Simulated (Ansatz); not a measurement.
# C2H5NO: a ladder of functionals and wavefunction methods

The task here is to estimate one member of a computed series from the others.

Computed with Ansatz 0.2.0, Gaussian basis. Level: functionals in def2-TZVPP, the program's frozen cores in correlated methods.

The runs, in order: LDA (SPW92), PBE-D4, revPBE-D4, BLYP-D4, r2SCAN-D4, B97M-V, PBE0-D4, B3LYP-D4, r2SCANh-D4, r2SCAN0-D4, HSE06-D4, BHLYP-D4, CAM-B3LYP-D4, LC-ωPBE, ωB97X-V, ωB97M-V, B2PLYP, PBE-QIDH; CCSD(T)/def2-SVP; CCSD(T)/def2-TZVPP; MP2/def2-QZVPP; extrapolation to the limit; RPA on PBE.

**The relaxed structure**

An earlier PBE0-D4 in a triple-zeta def2 set relaxation fixed the geometry.

SMILES `C1NCO1`, 9 atoms, charge 0, spin multiplicity 1.

Atoms are counted from 1 here; the program's logs count them from 0.

Bond lengths: C1–N2 1.464 Å, C1–O4 1.425 Å, C1–H5 1.096 Å, C1–H6 1.099 Å, N2–C3 1.464 Å, N2–H7 1.011 Å, C3–O4 1.425 Å, C3–H8 1.096 Å, C3–H9 1.100 Å. Angles: N2–C1–O4 92.3°, N2–C1–H5 114.4°, N2–C1–H6 115.4°, O4–C1–H5 111.8°, O4–C1–H6 112.6°, H5–C1–H6 109.5°, C1–N2–C3 86.0°, C1–N2–H7 113.2°, C3–N2–H7 113.2°, N2–C3–O4 92.3°, N2–C3–H8 114.4°, N2–C3–H9 115.4°, O4–C3–H8 111.8°, O4–C3–H9 112.6°, H8–C3–H9 109.5°, C1–O4–C3 89.0°.

Set-up of the first run:

in.yaml

```yaml
crystal:
  periodic: [false, false, false]
  atoms:
    - {symbol: C, position_ang: [-0.141549, 0.791619, -0.615424]}
    - {symbol: N, position_ang: [0.721392, -0.376635, -0.428274]}
    - {symbol: C, position_ang: [-0.223110, -0.778258, 0.616295]}
    - {symbol: O, position_ang: [-1.106123, 0.297851, 0.310373]}
    - {symbol: H, position_ang: [-0.557912, 0.890453, -1.624452]}
    - {symbol: H, position_ang: [0.291637, 1.752061, -0.301099]}
    - {symbol: H, position_ang: [1.636633, -0.142315, -0.069019]}
    - {symbol: H, position_ang: [-0.695263, -1.753250, 0.449789]}
    - {symbol: H, position_ang: [0.162797, -0.727825, 1.644611]}
basis:
  gaussian: {orbitals: def2-TZVPP}
hamiltonian: {xc: lda}
output: {orbitals: {seedname: orbitals}}
```

Command:

```bash
$ ansatz run in.yaml --threads 2 --pin off --events-out ev --progress --plain --max-ram 4352MiB
```

Steps of the session up to this table: LDA; PBE-D4 (GGA); revPBE-D4 (GGA); BLYP-D4 (GGA); r2SCAN-D4 (meta-GGA); B97M-V (meta-GGA); B3LYP-D4 (hybrid); r2SCANh-D4 (hybrid); r2SCAN0-D4 (hybrid); HSE06-D4 (hybrid); BHLYP-D4 (hybrid); CAM-B3LYP-D4 (range-separated); LC-ωPBE (range-separated); ωB97X-V (range-separated); ωB97M-V (range-separated); B2PLYP (double hybrid); PBE-QIDH (double hybrid).

One of the session's tables, all rows but one given; the rest of the session is left out.

It belongs to the step «Frontier levels by functional». 

```
  functional  HOMO (eV)  LUMO (eV)  gap (eV)
 LDA (SPW92)          ?          ?         ?
      PBE-D4      -5.24       0.12      5.36
   revPBE-D4      -5.21       0.19      5.40
     BLYP-D4      -5.19       0.11      5.30
   r2SCAN-D4      -5.51       0.74      6.25
      B97M-V      -5.68       0.39      6.07
     PBE0-D4      -6.71       1.02      7.74
    B3LYP-D4      -6.52       0.66      7.18
  r2SCANh-D4      -6.06       1.07      7.13
  r2SCAN0-D4      -6.90       1.50      8.40
    HSE06-D4      -6.31       0.65      6.96
    BHLYP-D4      -8.17       1.65      9.81
CAM-B3LYP-D4      -8.17       1.80      9.97
     LC-ωPBE      -9.49       3.15     12.64
     ωB97X-V      -9.17       2.96     12.12
     ωB97M-V      -9.09       2.48     11.57
```

Q: Estimate the row for LDA (SPW92) from the others.

**Answer.** HOMO (eV): -5.31; LUMO (eV): -0.06; gap (eV): 5.25. In the column «HOMO (eV)» it lies between r2SCAN-D4 (-5.51) and PBE-D4 (-5.24).
